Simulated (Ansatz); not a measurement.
Input for Ansatz (development build ahead of 0.2.0):

```yaml
crystal:
  periodic: [false, false, false]
  atoms:
    - { symbol: S, position_ang: [-0.82438, -0.30416, 0.19259] }
    - { symbol: O, position_ang: [-2.30519, -0.79672, 2.55461] }
basis:
  gaussian: { orbitals: STO-3G }
hamiltonian:
  xc: hf
correlation:
  method: fci
  frozen_orbitals: { O: 1, S: 5 }
```

The input is written out in the form of the current development build from the run's settings.

Results

```yaml
Converged: yes
Reference_energy: -466.70079 hartree
Correlation_energy: -0.23630 hartree
Total_energy: -466.93709 hartree
State: lowest singlet root, of any spatial symmetry
```

Caution: another spin multiplicity may lie lower.
